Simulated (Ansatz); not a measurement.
# Si₂+ (quartet): from Hartree-Fock to the top rungs, cc-pVTZ

One table from this session's results is given with a row withheld; the runs are named, their logs left out.

The runs use Ansatz 0.2.0, Gaussian basis; cc-pVTZ, core rule «outside noble gas», up to 10 orbitals frozen.

Plan: UHF; CCSD(T) on ROHF; CCSD(T) on UHF; BCCD(T) on ROHF; CISD; CCSDT(Q) on ROHF; CCSDT(Q) on UHF; CASSCF and MRCISD+Q, 7 electrons in 8 orbitals; CASSCF and NEVPT2, 7 electrons in 8 orbitals.

15 further runs of the same task are left out: 2 that didn't finish, 13 set aside as unsound or not needed.

## What is computed

The geometry is a PBE0/def2-TZVP stationary point (not a proven minimum) of the parent state, kept for this charge and spin.

2 atoms, charge 1, spin multiplicity 4.

Atoms are counted from 1 here; the program's logs count them from 0.

Bond lengths: Si1–Si2 2.255 Å.

The first run:

in.yaml reads:

```yaml
crystal:
  periodic: [false, false, false]
  atoms:
    - {symbol: Si, position_ang: [0.000000, 0.000000, 0.000000]}
    - {symbol: Si, position_ang: [0.000000, 0.000000, 2.254714]}
basis:
  gaussian: {orbitals: cc-pVTZ}
total_charge: 1
magnetization: {spin_polarized: true, initial_magnetization: 3}
hamiltonian: {xc: hf}
output: {orbitals: {seedname: orbitals}}
```

The run is started by

```sh
> ansatz run in.yaml --threads 1 --pin off --events-out ev --progress --plain --max-ram 2393MiB
```

Steps of the session up to this table: UHF; CCSD(T) on ROHF; CCSD(T) on UHF; BCCD(T) on ROHF; CISD; CCSDT(Q) on ROHF; CCSDT(Q) on UHF; CASSCF and MRCISD+Q, 7 electrons in 8 orbitals; CASSCF and NEVPT2, 7 electrons in 8 orbitals.

One of the session's tables, all rows but one given; the rest of the session is left out.

It belongs to the step «Misses and costs». 

```
          method  from UCCSDT(Q) (meV)
            ROHF               +4910.3
             UHF               +4845.5
            RMP2                     ?
            UMP2               +1121.3
            CISD                +535.2
           RCCSD                +373.5
           UCCSD                +368.4
        RCCSD(T)                 +78.8
        UCCSD(T)                 +77.0
         BCCD(T)                 +78.3
          RCCSDT                 +25.1
          UCCSDT                 +23.1
       RCCSDT(Q)                  +2.1
       UCCSDT(Q)                     0
  CASSCF valence               +3120.9
  NEVPT2 valence                +683.7
  MRCISD valence                +222.9
MRCISD+Q valence                  -0.8
```

Q: Estimate the row for RMP2 from the others.

As computed: from UCCSDT(Q) (meV): +1085.7. In the column «from UCCSDT(Q) (meV)» it lies between NEVPT2 valence (+683.7) and UMP2 (+1121.3).

Limits of these values: Restricted and unrestricted rows rest on different reference determinants; where their highest levels disagree by more than a few hundredths of an eV, they describe different states and don't form one ladder.
